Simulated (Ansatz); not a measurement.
# SiHO (quartet): wave-function methods side by side, cc-pVTZ

An exercise on one series of results from a longer session: the logs are not shown, and one member is left open.

The runs use Ansatz 0.2.0, Gaussian basis; cc-pVTZ, core rule «outside noble gas», up to 6 orbitals frozen.

The runs, in order: UHF; CCSD(T) on ROHF; CCSD(T) on UHF; BCCD(T) on ROHF; CCSDT(Q) on ROHF; CCSDT(Q) on UHF; CASSCF and MRCISD+Q, 11 electrons in 9 orbitals; CASSCF and NEVPT2, 11 electrons in 9 orbitals.

6 further runs of the same task are left out: 4 for a known fault of the program, 2 set aside as unsound or not needed.

**What is computed**

The geometry is a PBE0/def2-TZVP stationary point (not a proven minimum) of the parent state, kept for this charge and spin.

3 atoms, charge 0, spin multiplicity 4.

Atoms are counted from 1 here; the program's logs count them from 0.

Bond lengths: Si1–O2 1.650 Å, O2–H3 0.962 Å. Angles: Si1–O2–H3 118.7°.

Set-up of the first run:

in.yaml reads:

```yaml
crystal:
  periodic: [false, false, false]
  atoms:
    - {symbol: Si, position_ang: [0.000000, 0.030957, 0.632254]}
    - {symbol: O, position_ang: [0.000000, -0.098798, -1.012863]}
    - {symbol: H, position_ang: [0.000000, 0.705682, -1.539731]}
basis:
  gaussian: {orbitals: cc-pVTZ}
magnetization: {spin_polarized: true, initial_magnetization: 3}
hamiltonian: {xc: hf}
output: {orbitals: {seedname: orbitals}}
```

The run is started by

```bash
> ansatz run in.yaml --threads 1 --pin off --events-out ev --progress --plain --max-ram 2816MiB --backend cpu
```

Steps of the session up to this table: UHF; CCSD(T) on ROHF; CCSD(T) on UHF; BCCD(T) on ROHF; CCSDT(Q) on ROHF; CCSDT(Q) on UHF; CASSCF and MRCISD+Q, 11 electrons in 9 orbitals; CASSCF and NEVPT2, 11 electrons in 9 orbitals.

One of the session's tables, all rows but one given; the rest of the session is left out.

| method | from UCCSDT(Q) (kJ/mol) |
| --- | --- |
| ROHF | +825.1 |
| UHF | +821.5 |
| RMP2 | +59.6 |
| UMP2 | +58.9 |
| RCCSD | +32.5 |
| UCCSD | +32.2 |
| RCCSD(T) | +3.0 |
| UCCSD(T) | +2.8 |
| BCCD(T) | +3.0 |
| RCCSDT | ? |
| UCCSDT | +1.5 |
| RCCSDT(Q) | +0.5 |
| UCCSDT(Q) | 0 |
| CASSCF valence | +680.9 |
| NEVPT2 valence | +121.0 |
| MRCISD valence | +54.0 |
| MRCISD+Q valence | +12.6 |

**Question.** Estimate the row for RCCSDT.

As computed: from UCCSDT(Q) (kJ/mol): +1.8. In the column «from UCCSDT(Q) (kJ/mol)» it lies between UCCSDT (+1.5) and UCCSD(T) (+2.8).

Caveats from the session: Restricted and unrestricted rows rest on different reference determinants; where their highest levels disagree by more than a few hundredths of an eV, they describe different states and don't form one ladder.
